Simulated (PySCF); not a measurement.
**Structure elucidation problem**

The spectra below were simulated for a compound C4H5FO.

¹H NMR (600 MHz, computed): δ 9.79 (m, 1H), 6.90 (m, 1H), 6.38 (m, 1H), 5.55 (m, 2H).

¹³C{¹H} NMR (computed): δ 196.8 (CH), 155.1 (C), 139.2 (CH2), 85.3 (CH2).

- coordinates at the GFN2-xTB level
- PBE0/pcSseg-1 with gauge-including orbitals
- program: PySCF
- gas phase, rapidly exchanging positions averaged, a single conformation, no relativistic terms

δ = σ(ref) − σ, references computed at the same level: TMS for ¹H and ¹³C.

Q: Which candidate is it?
A. C=C(C)C(=O)F
B. C=C(C=O)CF
C. C/C=C/C(=O)F
D. C=CCC(=O)F
E. C/C=C(\F)C=O
F. O=C1CC[C@@H]1F

A: B. 

- Rings plus π bonds: 2 (no ring in the answer).
- 4 carbon signals for 4 carbons: no two carbons are equivalent.
- Carbon types of the structure: 1 × C, 1 × CH, 2 × CH2, which accounts for all hydrogens.
- δC 196.8: aldehyde carbonyl carbon; the double bond to the heteroatom, with no lone-pair donor beside it, deshields it most.
- δC 155.1: α carbon of a C=C–C=O unit; as expected for a trigonal carbon in a double bond.
- δC 139.2: β carbon of a C=C–C=O unit; conjugation with the carbonyl draws π density from the β position.
- δC 85.3: allylic sp3 CH2 bonded to F; deshielded by the electronegative neighbour.
- δH 9.79: hydrogen on an aldehyde carbonyl carbon; deshielded by the polar, anisotropic C=O bond.

The others: C=CCC(=O)F has carbons computed at 170.8, 138.1, 126.4, 40.4; C/C=C/C(=O)F would give 3 signals for carbon-bound and other non-exchanging H, not 4; O=C1CC[C@@H]1F would give 5 signals for carbon-bound and other non-exchanging H, not 4; C=C(C)C(=O)F would give 3 signals for carbon-bound and other non-exchanging H, not 4; C/C=C(\F)C=O would give 3 signals for carbon-bound and other non-exchanging H, not 4.

Splittings by ¹⁹F in the carbon and heteronuclear signals aren't shown, as no couplings were computed. Shifts are as computed. Against solution values, carbons near 30 ppm lie about +3 ppm off and those near 130 ppm about +5 ppm. Of 1309 compounds with measured shifts, 239 miss one by over three times the rms of a fit or turn the order of signals round; such compounds aren't used in these exercises. Multiplicities follow the n + 1 count of equivalent neighbours, as no J values were calculated; m marks all less simple cases, F and P coupling included.
